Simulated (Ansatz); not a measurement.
Ideal-gas functions of C2H4ClNO, SMILES `COC(=N)Cl` at 800 K and 1 bar, from an Ansatz frequency run at PBE0-D4/def2-TZVP.

Molar mass 93.51 g/mol, point group Cs (symmetry number 1), electronic degeneracy 1, moments of inertia 54.743, 187.034, 238.545 u Å². Harmonic wavenumbers (cm⁻¹, unscaled): 136, 224, 290, 409, 502, 643, 783, 803, 980, 1121, 1172, 1217, 1268, 1463, 1489, 1498, 1743, 3040, 3113, 3177, 3544.

Use S(trans) = R[1.5 ln M + 2.5 ln T − 1.1517]; rotational temperatures θ = 24.2544 K / I; S(rot) = R[ln(√π/σ · √(T³/θAθBθC)) + 1.5]; for each mode x = 1.438777 ν̃/T, S = R[x/(eˣ − 1) − ln(1 − e⁻ˣ)] and H = RT x/(eˣ − 1); 1 cm⁻¹ = 0.0119627 kJ/mol; R = 8.31446 J/(mol·K).

Task: By hand: the entropy, in J/(mol·K).

Result: Translation 186.0. Rotation: θ = 0.4431, 0.1297, 0.1017 K, giving 122.0. Vibration, mode by mode: 20.04, 15.93, 13.82, 11.05, 9.44, 7.55, 6.12, 5.95, 4.60, 3.76, 3.50, 3.28, 3.06, 2.32, 2.23, 2.21, 1.56, 0.23, 0.20, 0.18, 0.10, in all 117.2. Electronic 0.0. Sum 425.2 J/(mol·K).

Task: By hand: H − E and G − E in kJ/mol, counted from the electronic energy.

Result: Zero-point energy ½ × 28615 × 0.0119627 = 171.2; thermal vibration 49.9; translation, rotation and pV give 4 RT = 26.6. H − E = 247.7 kJ/mol, and G − E = 247.7 − 800 × 425.2/1000 = -92.5 kJ/mol.

Vibration gives 28 % of the entropy, 20.0 J/(mol·K) of it from the mode under 150 cm⁻¹: soft modes count most, and the harmonic formula is weakest for them. The sum counts one conformer and one mirror image; others add a mixing term.
